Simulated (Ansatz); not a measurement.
A nudged elastic band was laid between two geometries of CH5Al + H3P (11 atoms, charge 0, multiplicity 1).

The calculation used RKS PBE0/def2-SVP in Ansatz.

```
movable images  : 5
climbing image  : yes
spring          : 5.0 eV/Å²
optimiser       : quadratic models (default)
start path      : through a guess of the saddle point
force threshold : 0.03 eV/Å
iteration limit : 60
end points      : relaxed
```

Initial state:

```xyz
11
Properties=species:S:1:pos:R:3
Al 0.014 -0.118 0.425
C 0.029 0.454 2.302
H -0.916 0.246 2.829
H 0.855 0.014 2.882
H 0.171 1.550 2.335
H 1.386 -0.391 -0.342
H -1.340 -0.080 -0.418
P -0.319 -3.422 0.827
H -0.829 -2.842 -0.374
H 1.036 -3.068 0.547
H -0.567 -2.254 1.623
```

Final state:

```xyz
11
Properties=species:S:1:pos:R:3
Al 0.106 -0.857 -0.005
C -0.121 0.240 2.688
H -0.914 0.453 3.419
H 0.867 0.447 3.118
H -0.281 0.891 1.814
H 1.583 -0.268 0.027
H -1.127 0.024 -0.490
P -0.237 -3.124 0.473
H -1.113 -3.333 -0.636
H 0.941 -3.552 -0.212
H -0.186 -0.834 2.438
```

Task: Which bonds break or form, and what moves?

Result: Bonds broken: Al1–C2, P8–H11. Bonds formed: Al1–P8, C2–H11. CH5Al + H3P becomes AlH4P + CH4.

Task: Give the energies along the band, and the barrier.

Result: It converged. The highest image is number 2 of 0 to 6, 22.4 kcal/mol above the first end and 35.8 kcal/mol above the last; the last end lies 13.4 kcal/mol below the first. A vibrational analysis at the climbing image gives one clearly imaginary mode, 1223i cm⁻¹: a first-order saddle point. The orbitals stay closed-shell, which can raise the energy where a bond breaks towards radicals; this wasn't checked here.

```json
{"image": "0", "path coordinate (Å)": "0.00", "energy (kcal/mol)": "0.0", "Al1–C2 (Å)": "1.96", "P8–H11 (Å)": "1.44", "Al1–P8 (Å)": "3.34"}
{"image": "1", "path coordinate (Å)": "0.88", "energy (kcal/mol)": "1.6", "Al1–C2 (Å)": "1.97", "P8–H11 (Å)": "1.44", "Al1–P8 (Å)": "3.12"}
{"image": "2", "path coordinate (Å)": "1.76", "energy (kcal/mol)": "22.4", "Al1–C2 (Å)": "2.11", "P8–H11 (Å)": "1.76", "Al1–P8 (Å)": "2.62"}
{"image": "3", "path coordinate (Å)": "2.33", "energy (kcal/mol)": "1.6", "Al1–C2 (Å)": "2.38", "P8–H11 (Å)": "2.16", "Al1–P8 (Å)": "2.42"}
{"image": "4", "path coordinate (Å)": "2.90", "energy (kcal/mol)": "-10.1", "Al1–C2 (Å)": "2.65", "P8–H11 (Å)": "2.46", "Al1–P8 (Å)": "2.36"}
{"image": "5", "path coordinate (Å)": "3.47", "energy (kcal/mol)": "-13.1", "Al1–C2 (Å)": "2.83", "P8–H11 (Å)": "2.80", "Al1–P8 (Å)": "2.35"}
{"image": "6", "path coordinate (Å)": "4.03", "energy (kcal/mol)": "-13.4", "Al1–C2 (Å)": "2.92", "P8–H11 (Å)": "3.02", "Al1–P8 (Å)": "2.34"}
```

Task: What is the geometry of the highest image?

Result: 
```xyz
11
Properties=species:S:1:pos:R:3
Al 0.076 -0.459 0.253
C -0.077 0.091 2.286
H -1.015 -0.030 2.848
H 0.777 -0.112 2.948
H -0.021 1.162 2.007
H 1.572 -0.276 -0.232
H -1.245 -0.037 -0.513
P -0.234 -2.934 1.059
H -1.111 -2.913 -0.065
H 0.968 -3.092 0.309
H -0.171 -1.312 1.733
```

Task: What are the harmonic wavenumbers there?

Result: 1223i, 73, 98, 248, 323, 364, 442, 484, 494, 540, 693, 700, 727, 797, 1088, 1120, 1208, 1424, 1436, 1688, 1944, 1958, 2422, 2445, 3030, 3132, 3181 cm⁻¹.

Time of the run: 2.1 min on 2 threads of Arm Neoverse V2 (shared host), peak memory 0.17 GiB.
